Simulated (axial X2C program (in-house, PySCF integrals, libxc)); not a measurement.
**Curves of NaAl⁻ by EOM-EA-CCSD**

Computed with an axial X2C code built on PySCF integrals: two-component X2C with atomic mean-field Coulomb and Gaunt terms, Gaussian nuclei, basis Al dyall-av3z, Na dyall-acv3z with contracted cores.

Energies in eV from the lowest point of the lowest state; states are followed by energy order within each Ω. Reference: NaAl, 12 electrons correlated in 92 virtual spinors with an MP2 remainder; levels at this size can be off by some tenths of an eV. Masses 26.982 and 22.990 u.

```json
{"R (Å)": "2.893", "(1)Ω=1/2": "0.0373", "(1)Ω=3/2": "0.0422", "(2)Ω=1/2": "0.2894"}
{"R (Å)": "3.019", "(1)Ω=1/2": "0.0051", "(1)Ω=3/2": "0.0099", "(2)Ω=1/2": "0.2310"}
{"R (Å)": "3.145", "(1)Ω=1/2": "0.0000", "(1)Ω=3/2": "0.0048", "(2)Ω=1/2": "0.2058"}
{"R (Å)": "3.287", "(1)Ω=1/2": "0.0169", "(1)Ω=3/2": "0.0218", "(2)Ω=1/2": "0.2057"}
{"R (Å)": "3.428", "(1)Ω=1/2": "0.0502", "(1)Ω=3/2": "0.0551", "(2)Ω=1/2": "0.2261"}
{"R (Å)": "3.617", "(1)Ω=1/2": "0.1097", "(1)Ω=3/2": "0.1147", "(2)Ω=1/2": "0.2727"}
```

Problem. Fit the curves (1)Ω=1/2, (1)Ω=3/2, (2)Ω=1/2 near their minima.

Solution. At EOM-EA-CCSD from NaAl (the fit fixes ωe to about one per cent; ωe of higher roots by this method can be off by ten per cent):

| state | Te (cm⁻¹) | Re (Å) | ωe (cm⁻¹) |
| --- | --- | --- | --- |
| (1)Ω=1/2 | 0 | 3.110 | 170.8 |
| (1)Ω=3/2 | 40 | 3.110 | 171.0 |
| (2)Ω=1/2 | 1640 | 3.214 | 164.9 |

For NaAl at CCSD, and between the minima:

Re = 3.126 Å, ωe = 190.8 cm⁻¹; removing the electron costs 0.378 eV without zero-point terms.

T1 of the reference reaches 0.014 (Lee–Taylor). Curves followed by order can swap character. Number of frozen shells: Al 2 s, 1 p; Na 1 s. Roots with under 60 % one-particle weight at any point are counted in the labels but not shown, and the list ends where the roots sought for some Ω run out; states that need a further excitation are missing and may lie low or lowest. Curves with a minimum but no constants failed the fit check.
